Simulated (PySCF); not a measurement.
Compound: C3H3ClN2.
SMILES: `ClC1=NNC=C1`

Computed with MP2 and CCSD/aug-cc-pVDZ in PySCF, restricted Hartree–Fock reference, frozen core, non-relativistic, gas phase, PBE0-D3(BJ)/def2-SVP geometry.

E(HF) = -683.74692 Eh.

How large is the problem?

169 basis functions and 52 electrons; 10 orbitals frozen, which leaves o = 16 correlated occupied and v = 143 virtual orbitals. That is o·v = 2288 singles and o·v(o·v + 1)/2 = 2618616 distinct closed-shell doubles amplitudes before symmetry; the costliest CCSD step grows as o²v⁴ = 1.1 × 10^11.

What are the MP2 and CCSD correlation energies?

MP2 -0.8976 Eh and CCSD -0.9205 Eh, which gives totals of -684.64454 and -684.66739 Eh. That is 0.783 eV for each correlated electron at CCSD (2417 kJ/mol in all, 0.134 % of the total energy); MP2 gives 97.5 % of the CCSD value.

What is the T1 diagnostic?

0.0120, below the customary warning level of 0.02. It is the norm of the spatial-orbital singles amplitudes over the root of the number of correlated electrons, so the norm is 0.068.

How does correlation change the dipole moment?

HF gives 3.98 D and CCSD (unrelaxed density) 3.71 D, a change of -0.27 D.

Connected triples and the basis-set limit are missing.

The job also held the EOM ionisation roots. The run took 8.4 min on one thread, Arm Neoverse V2 (aarch64), no GPU, shared host with 32 logical CPUs at a one-minute load of 18, and the process peaked at 3.0 GiB of memory.
